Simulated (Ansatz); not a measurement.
in.yaml

```yaml
crystal:
  periodic: [false, false, false]
  atoms:
    - {symbol: Si, position_ang: [0.000000, 0.000000, 0.434200]}
    - {symbol: P, position_ang: [0.000000, 0.000000, 2.378600]}
    - {symbol: H, position_ang: [0.000000, 0.000000, -2.812800]}
basis:
  gaussian: {orbitals: cc-pVTZ}
magnetization: {spin_polarized: false}
correlation: {method: ccsd, electrons: valence}
```

```sh
$ ansatz run in.yaml --threads 1 --pin off --events-out ev --progress --plain --max-ram 2393MiB
```

Output:

```
469 factors; integrals over basis functions are off by at most 1.4e-3 eV
mean field evaluation 1: about -17141.8280 eV, gradient 1.6e1 eV
mean field evaluation 2: about -17141.8379 eV, gradient 1.6e1 eV
mean field evaluation 4: about -17143.0543 eV, gradient 2.0e0 eV
mean field evaluation 8: about -17143.1092 eV, gradient 1.7e-1 eV
mean field evaluation 16: about -17141.4410 eV, gradient 1.9e1 eV
mean field evaluation 32: about -17140.1878 eV, gradient 4.4e0 eV
mean field evaluation 64: about -17139.3179 eV, gradient 8.2e0 eV
mean field evaluation 96: about -17140.0727 eV, gradient 1.6e-1 eV
mean field -17143.10956735 eV, -629.9976565831 hartree, gradient 2.0e-6 eV, S^2 0.000000; 6 other end points of the search recorded, 0 dependent functions left out; unrestricted orbitals would lower it
mean field evaluation 128: about -17142.5362 eV, gradient 2.1e0 eV
mean field evaluation 160: about -17143.0993 eV, gradient 5.6e-1 eV
...
cycle   7  -9.25848188 eV  change   -2.3e-2 eV  update   1.9e-3
cycle   8  -9.24673904 eV  change    1.2e-2 eV  update   1.1e-3
cycle   9  -9.24839257 eV  change   -1.7e-3 eV  update   4.2e-4
cycle  10  -9.24810054 eV  change    2.9e-4 eV  update   1.9e-4
cycle  11  -9.24874140 eV  change   -6.4e-4 eV  update   1.2e-4
cycle  12  -9.24878143 eV  change   -4.0e-5 eV  update   4.5e-5
cycle  13  -9.24871804 eV  change    6.3e-5 eV  update   2.3e-5
cycle  14  -9.24870872 eV  change    9.3e-6 eV  update   9.2e-6
cycle  15  -9.24870731 eV  change    1.4e-6 eV  update   4.5e-6
cycle  16  -9.24870699 eV  change    3.2e-7 eV  update   2.1e-6
WARN: the results are in doubt because among natural orbitals full CI differs from the method by -0.225 eV
Total energy: -17152.35827434 eV, -630.3375402960 hartree
In doubt: among natural orbitals full CI differs from the method by -0.225 eV
```

Ran on 1 thread of Intel Xeon, shared host: 32 s wall, 0.2 GiB peak host memory.
